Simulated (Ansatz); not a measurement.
fcc Ni, treated with r²SCAN (Ansatz, a program for electronic structure, plane waves, PAW).

Settings: plane-wave cutoff 560 eV, 26×26×26 k mesh, Fermi–Dirac smearing 0.05 eV, spin-polarised with parallel moments, scalar-relativistic PAW data made under PBE.

Pressure at four volumes; x = ln(V/10.516 Å³). One pressure is withheld.

| V (Å³/atom) | x | P (GPa) |
|---|---|---|
| 9.885 | -0.0619 | ? |
| 10.095 | -0.0409 | 9.88 |
| 10.516 | 0.0000 | -0.01 |
| 11.147 | 0.0583 | -10.95 |

**Question.** Pass a parabola P(x) through the three rows shown, estimate the bulk modulus and its pressure derivative near zero pressure, and predict the withheld pressure.

**Answer.** Slopes between the rows: (-0.01 − (9.88))/(0.0000 − (-0.0409)) = -241.81 and (-10.95 − (-0.01))/(0.0583 − (0.0000)) = -187.65 GPa. Their difference over the span 0.0992 is c = 54.16/0.0992 = 546.0 GPa, so P(x) = 9.88 + (-241.81)(x − (-0.0409)) + 546.0 (x − (-0.0409))(x − (0.0000)). At the middle row B = −dP/dx = −[-241.81 + 546.0 × 0.0409] = 219.5 GPa, and B′ = dB/dP = 2c/B = 5.0. At x = -0.0619 the parabola gives 15.67 GPa; the run gives 15.79 GPa. The Birch–Murnaghan fit to the energies at all volumes has B0 = 218 GPa and B′ = 5.1.

Measured, for comparison: bulk modulus 192 GPa (0 K value with the zero-point phonon effect removed, sources range from 186 to 195; as tabulated in Mejia-Rodriguez and Trickey (2018), arXiv:1807.09216). Computed less measured: bulk modulus +14 % (+12 % to +17 % over the range).
